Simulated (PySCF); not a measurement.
# CCSD(T)/cc-pV(D+d)Z run of BH2F (SMILES BF)

What is the vertical singlet–triplet gap of BH2F at CCSD(T)/cc-pV(D+d)Z? The job is set up through a Python script.

The results are computed with PySCF 2.14.0.

### 1 The system as given

BH2F has 4 atoms, charge 0, and is taken as a singlet. SMILES: `BF`. The shape is that of a PBE0-D4/def2-TZVP optimisation.

Bond lengths: B1–F2 1.317 Å, B1–H3 1.197 Å, B1–H4 1.198 Å. Angles: F2–B1–H3 117.8°, F2–B1–H4 117.8°, H3–B1–H4 124.4°.

### 2 A single-point energy at CCSD(T)/cc-pV(D+d)Z

Contents of mol.xyz:

```xyz
4

B     -0.027300    -0.004000    -0.030800
F      1.061200    -0.296700     0.649900
H     -1.012500    -0.649100     0.186200
H      0.034200     0.889600    -0.825600
```

Contents of run.py:

```python
# BF
from pyscf import gto, scf, cc

mol = gto.M(
    atom='mol.xyz',
    spin=0,
    max_memory=1860,
    verbose=3,
    basis='cc-pv(d+d)z',
)

mf = scf.RHF(mol)
mf.conv_tol = 1e-10
mf.kernel()
if not mf.converged:
    mf = mf.newton().run(mf.mo_coeff, mf.mo_occ)

mycc = cc.CCSD(mf, frozen=2)
mycc.kernel()
e_t = mycc.ccsd_t()
e_tot = mycc.e_tot + e_t
print('E = %.10f Eh' % e_tot)
```

Command:

```bash
$ OMP_NUM_THREADS=1 python run.py
```

Log:

```text
converged SCF energy = -125.324997213854
E(CCSD) = -125.61828893359  E_corr = -0.2932917197363938
CCSD(T) correction = -0.00506964255301317
E = -125.6233585761 Eh
```

Wall time 0.72 s (1 thread of Intel Xeon 6975P-C (Granite Rapids), shared host); peak memory 0.13 GiB.

### 3 The triplet, same level

Contents of run.py:

```python
from pyscf import gto, scf, cc

mol = gto.M(
    atom='''
B   -0.027300  -0.004000  -0.030800
F    1.061200  -0.296700   0.649900
H   -1.012500  -0.649100   0.186200
H    0.034200   0.889600  -0.825600
''',
    basis='cc-pv(d+d)z',
    spin=2,
    max_memory=1860,
    verbose=3,
)

mf = scf.UHF(mol)
mf.conv_tol = 1e-10
mf.kernel()
if not mf.converged:
    mf = mf.newton().run(mf.mo_coeff, mf.mo_occ)

mycc = cc.CCSD(mf, frozen=2)
mycc.kernel()
e_t = mycc.ccsd_t()
energy = mycc.e_tot + e_t
print('E = %.10f Eh' % energy)
```

Command:

```bash
$ OMP_NUM_THREADS=1 python run.py
```

Log:

```text
WARN: HOMO 0.0283618366214338 >= LUMO -0.35159390063621

converged SCF energy = -125.099828125758  <S^2> = 2.0177136  2S+1 = 3.0117859
E(UCCSD) = -125.3950886251371  E_corr = -0.2952604993788323
UCCSD(T) correction = -0.00676181350091055
E = -125.4018504386 Eh
```

Wall time 1.5 s (1 thread of Intel Xeon 6975P-C (Granite Rapids), shared host); peak memory 0.18 GiB.

### 4 Outcome

At CCSD(T)/cc-pV(D+d)Z, 2 core orbitals frozen:

| quantity | value |
| --- | --- |
| singlet: total energy | -125.62336 Eh |
| singlet: dipole moment (Hartree–Fock density) | 0.97 D |
| singlet: HOMO energy (Hartree–Fock orbitals) | -13.18 eV |
| singlet: LUMO energy (Hartree–Fock orbitals) | 2.74 eV |
| singlet: HOMO–LUMO gap (Hartree–Fock orbitals) | 15.92 eV |
| singlet: correlation energy (2 core orbitals frozen) | -298.4 mEh |
| singlet: (T) correction | -5.07 mEh |
| singlet: T1 diagnostic | 0.015 |
| triplet: total energy | -125.40185 Eh |
| triplet: dipole moment (Hartree–Fock density) | 1.67 D |
| triplet: HOMO energy (Hartree–Fock orbitals) (highest over α and β) | -6.91 eV |
| triplet: LUMO energy (Hartree–Fock orbitals) (lowest over α and β) | -2.92 eV |
| triplet: correlation energy (2 core orbitals frozen) | -302.0 mEh |
| triplet: (T) correction | -6.76 mEh |
| triplet: ⟨S²⟩ of the reference determinant | 2.018 |
| triplet: T1 diagnostic | 0.028 |
| vertical energy of the triplet above the singlet | 6.028 eV |

At this shape the triplet lies 6.03 eV (582 kJ/mol) above the singlet. Mulliken charges (singlet) of the mean-field density run from -0.21 on F2 to +0.44 on B1. The triples (singlet) make up 1.7 % of the correlation energy. The triples (triplet) make up 2.2 % of the correlation energy.
